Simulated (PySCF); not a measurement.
All runs: PySCF with density fitting, gas phase, non-relativistic, closed shells, each molecule at its own PBE0-D3(BJ)/def2-TZVP geometry. Shieldings use GIAOs. KT3: no exact exchange; B97-2: 21 % exact exchange.

Mean 13C shielding (ppm):

```
molecule  KT3/pcSseg-2  B97-2/pcSseg-2
Cc1cscn1          75.1            69.9
Cc1nccs1          72.6               ?
Nc1cccs1          61.9            55.2
Nc1ccsc1          63.5            56.5
  COCCOC         114.5           117.1
FC1CCCC1         136.2           138.6
Cc1cncs1          73.8            69.0
```

Problem. What should B97-2/pcSseg-2 give for `Cc1nccs1`?

Solution. The functional change moves the other 6 molecules by -3.1 ppm on average (standard deviation 4.4), which puts `Cc1nccs1` at 72.6 − 3.1 = 69.5 ppm. A straight line through the pairs, y = 1.141x − 15.41, gives 67.4 ppm. The run gave 67.5 ppm: the mean change misses by 2.0, the line by 0.1 ppm.

Problem. Which of the two rules would one have trusted beforehand?

Solution. Leaving out each listed molecule in turn and predicting it from the rest, the mean change misses by 4.49 ppm on average and the line by 1.40; so the fitted line, and for `Cc1nccs1` it was the closer one.

Problem. Is the change the same for all, and does it alter the order of the molecules?

Solution. Among the 6 molecules with both values given it runs from -7.0 ppm for `Nc1ccsc1` to +2.6 ppm for `COCCOC`; `Cc1nccs1` moves by -5.1 ppm, inside this range. The change is not of one sign for all. No pair among the 6 changes order.

The figures describe these molecules alone; neither level is taken as the truth.
